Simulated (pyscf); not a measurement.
Thermochemistry of product channels of aluminium trichloride (Cl–Al(Cl)–Cl) + methyl (CH₃•) on the doublet surface, in kcal/mol, from CCSD(T)/def2-TZVPP + ΔMP2(QZVPP) energies (ideal gas, 1 atm, RRHO with modes under 100 cm⁻¹ raised to 100, one conformer, R ln 2 for chiral ones without a mode under 150 cm⁻¹). PySCF, gas phase, ωB97X-D3(BJ)/def2-SVP geometries. Correlated levels are frozen-core, on RHF or UHF. ΔMP2 is the change of the MP2 total energy from the triple- to the quadruple-zeta basis.

```tsv
products	ΔE	ΔH(298 K)	ΔG(298 K)	ΔG(900 K)
Cl atom (Cl•) + H₃C–Al(Cl)–Cl	+30.0	+32.4	+33.2	?
chlorine (Cl–Cl) + [H₃C–Al–Cl]•	+93.5	+94.9	+93.4	+90.8
hydrogen chloride (HCl) + •H₂C–Al(Cl)–Cl	+29.2	+28.4	+27.7	+25.7
•H₂C–Cl + Cl–AlH–Cl	+49.0	+47.6	+45.6	?
chloromethane (H₃C–Cl) + [Cl–Al–Cl]•	+30.1	+33.0	+31.9	?
```

**Question.** Fill in the missing entries.

**Answer.** 
- Cl atom (Cl•) + H₃C–Al(Cl)–Cl, ΔG(900 K): +34.5
- •H₂C–Cl + Cl–AlH–Cl, ΔG(900 K): +41.6
- chloromethane (H₃C–Cl) + [Cl–Al–Cl]•, ΔG(900 K): +31.2

These are energies of the channels, which say nothing of barriers. The CCSD(T) − MP2 part came from Ansatz, without density fitting, on the same reference. Left out: orbital degeneracy and the spin-orbit lowering of Cl.
